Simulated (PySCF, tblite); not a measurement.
Species: silanimine, H3NSi.
InChI=1S/H3NSi/c1-2/h1H,2H2

The calculation used PBE0/pcSseg-1 in PySCF (dipole) on a GFN2-xTB geometry, gas phase.

Take the most abundant isotopes and a rigid rotor. 

Q: What are A, B and C (MHz)?

A: Ia = 3.44, Ib = 30.76, Ic = 34.21 u·Å²; 505379 MHz·u·Å²/I gives A = 146790, B = 16428, C = 14775 MHz.

Q: Classify the top.

A: A near-prolate asymmetric top; Ray's κ = -0.975.

Q: What does the inertial defect say?

A: Planar: Δ = Ic − Ia − Ib = 0.00 u·Å². For a rigid frame Δ = −2 Σ m c², so it vanishes when all atoms lie in the ab plane; here none is more than 0.01 Å from it.

Q: Give the coordinates in the principal-axis frame, origin at the centre of mass.

A: The sense of each axis is arbitrary; atoms in the order of the calculation.
```csv
atom,mass (u),a (Å),b (Å),c (Å)
N1,14.003,1.094,-0.062,0.000
Si2,27.977,-0.513,0.012,0.000
H3,1.008,1.720,0.729,0.001
H4,1.008,-1.175,-1.280,0.000
H5,1.008,-1.505,1.090,0.000
```

Q: Predict some low-J microwave lines.

A: The dipole components are |μa| = 1.80 D, |μb| = 1.50 D, |μc| = 0.00 D; the mirror of this Cs structure is the ab plane, so μc vanishes by symmetry and there are no c-type lines. Intensities carry the squares of the components, which stand as 1.00 : 0.69 (a : b). Some lines, for components of 0.1 D or more:

```
type  branch         J(Ka,Kc)      MHz  lower level (cm⁻¹)
   a       Q  1(1,0) ← 1(1,1)     1654               5.389
   a       Q  4(1,3) ← 4(1,4)    16535              14.507
   a       R  2(1,2) ← 1(1,1)    60752               5.389
   a       R  2(0,2) ← 1(0,1)    62390               1.041
   a       R  2(1,1) ← 1(1,0)    64059               5.444
   a       R  3(1,3) ← 2(1,2)    91119               7.416
   a       R  4(1,4) ← 3(1,3)   121474              10.455
   a       R  4(2,3) ← 3(2,2)   124799              23.749
   b       Q  1(1,0) ← 1(0,1)   132015               1.041
   b       Q  2(1,1) ← 2(0,2)   133684               3.122
   b       Q  3(1,2) ← 3(0,3)   136217               6.242
   b       Q  4(1,3) ← 4(0,4)   139649              10.400
   b       R  1(1,1) ← 0(0,0)   161565               0.000
   b       R  2(1,2) ← 1(0,1)   191114               1.041
   b       R  4(1,4) ← 3(0,3)   247770               6.242
   b       Q  4(2,2) ← 4(1,3)   385562              15.059
   b       Q  2(2,1) ← 2(1,2)   396046               7.416
   b       Q  3(2,2) ← 3(1,3)   398536              10.455
   b       R  2(2,1) ← 1(1,0)   455145               5.444
   b       R  3(2,1) ← 2(1,2)   489733               7.416
   b       R  4(2,2) ← 3(1,3)   523570              10.455
   b       R  3(3,0) ← 2(2,1)   749561              20.626
   b       R  4(3,2) ← 3(2,1)   780717              23.751
   b       R  4(4,1) ← 3(3,0)  1043134              45.629
```

Q: Estimate the classical rotational partition function at 50 K and 500 K.

A: Point group Cs, symmetry number σ = 1; q = (√π/σ)·√((kT/h)³/(ABC)), k/h = 20836.6 MHz/K: 316 at 50 K, 9990 at 500 K.

Its GFN2-xTB frequencies are all real (lowest 445 cm⁻¹). No vibrational averaging or centrifugal distortion is included, and the geometry carries the error of its method. Quadrupole hyperfine structure (14N) is left out.

Time: 2.5 s of wall time. Hardware: one thread, Arm Neoverse V1, shared host. This is the PBE0/pcSseg-1 job that gave the dipole, with the shieldings it also computed.
